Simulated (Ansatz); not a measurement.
hcp Re was calculated with rVV10 (PAW; Ansatz, a first-principles code).

Settings: plane-wave cutoff 500 eV, 30×30×16 k mesh (along the axes of the cell as run), Fermi–Dirac smearing 0.1 eV, no spin polarisation, scalar-relativistic PAW data made under PBE.

Computed at the level's own relaxed cell.

**Question.** Predict the equilibrium volume per atom, lattice parameter a and lattice parameter c.

**Answer.** 
- equilibrium volume per atom = 15.29 Å³/atom
- lattice parameter a = 2.796 Å
- lattice parameter c = 4.516 Å

Measured, for comparison: lattice constant a 2.761 Å, lattice parameter c 4.458 Å (293 K, not corrected to a static lattice; as tabulated in Wikipedia's data pages). Computed (rounded) less measured: lattice constant a +1.3 %, lattice parameter c +1.3 %.

Spin–orbit coupling is not included.

The computed numbers hold no vibrational or temperature effects.

It cost around 4 core-minutes (rough) of CPU time.
